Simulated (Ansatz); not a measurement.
Elements on the sites of an ideal rock salt lattice, at a guessed lattice constant:

```
N Sc V Cr
1.0
     2.21504    2.21504    4.43008
    -2.21504   -2.21504    4.43008
     6.64512   -4.43008    2.21504
N Sc V Cr
10 6 3 1
Cartesian
  4.4301 -2.2150 8.8602
  6.6451 -2.2150 6.6451
  4.4301 -4.4301 6.6451
  0.0000 0.0000 6.6451
  0.0000 -2.2150 4.4301
  2.2150 -2.2150 2.2150
  2.2150 -2.2150 6.6451
  4.4301 -2.2150 4.4301
  0.0000 0.0000 2.2150
  2.2150 0.0000 4.4301
  4.4301 -2.2150 2.2150
  4.4301 -4.4301 4.4301
  0.0000 0.0000 0.0000
  2.2150 0.0000 2.2150
  4.4301 0.0000 4.4301
  4.4301 -2.2150 6.6451
  6.6451 -2.2150 4.4301
  2.2150 -2.2150 4.4301
  2.2150 0.0000 6.6451
  0.0000 0.0000 4.4301
```

Cell and atoms were relaxed without symmetry on coarser meshes and computed once more. The calculation used DFT PBE, scalar-relativistic, plane waves, PAW in Ansatz 0.2.0.

Plane waves to 420 eV, a k mesh through Γ of 7×7×5 on the computed 20-atom cell and Gaussian smearing (0.10 eV); collinear spin from starting moments 0 0 0 0 0 0 0 0 0 0 0 0 0 0 0 0 -0.94 1.04 -0.79 2.28 μB.

The relaxation ran on 3×3×2 (shifted) and then 4×4×3 k points with a smearing of 0.1 eV, from sites shaken by 0.02 Å.

Task: What does the relaxation give?

Result: A volume of 10.28 Å³/atom and no gap on the mesh. It lies 1.45 eV/atom below the elements' standard states (static lattices, no corrections for gases). The atoms leave their sites by 0.05 Å (root mean square) and 0.10 Å at most, and the cell stretches by up to 0.2 % at fixed volume. One magnetic start was tried.

```yaml
crystal:
  lattice:
    - [2.16923, 2.16941, 4.35906]
    - [-2.16945, -2.16981, 4.35938]
    - [6.52144, -4.35278, 2.17964]
  atoms:
    - { symbol: N, position: [0.94512, 0.75241, 0.60191] }
    - { symbol: N, position: [0.83757, 0.24771, 0.80671] }
    - { symbol: N, position: [0.35458, 0.75064, 0.80660] }
    - { symbol: N, position: [0.74309, 0.74387, 0.00090] }
    - { symbol: N, position: [0.15942, 0.72928, 0.20077] }
    - { symbol: N, position: [0.04774, 0.26125, 0.39355] }
    - { symbol: N, position: [0.55753, 0.73731, 0.39354] }
    - { symbol: N, position: [0.45189, 0.24571, 0.60199] }
    - { symbol: N, position: [0.25498, 0.25452, 0.00091] }
    - { symbol: N, position: [0.63868, 0.26905, 0.20082] }
    - { symbol: Sc, position: [0.19980, 0.99911, 0.59919] }
    - { symbol: Sc, position: [0.09780, 0.49902, 0.80366] }
    - { symbol: Sc, position: [0.99806, 0.99919, 0.00301] }
    - { symbol: Sc, position: [0.40114, 0.99941, 0.19647] }
    - { symbol: Sc, position: [0.79983, 0.99927, 0.39902] }
    - { symbol: Sc, position: [0.69807, 0.49913, 0.60271] }
    - { symbol: V, position: [0.60025, 0.99861, 0.79904] }
    - { symbol: V, position: [0.30029, 0.49932, 0.39780] }
    - { symbol: V, position: [0.89674, 0.49941, 0.20485] }
    - { symbol: Cr, position: [0.49959, 0.49924, 0.99985] }
```

Cost: 2 runs of about 22 core-minutes in all (earlier runs that led there not counted), on Intel Xeon 6975P-C (Granite Rapids) (shared hosts).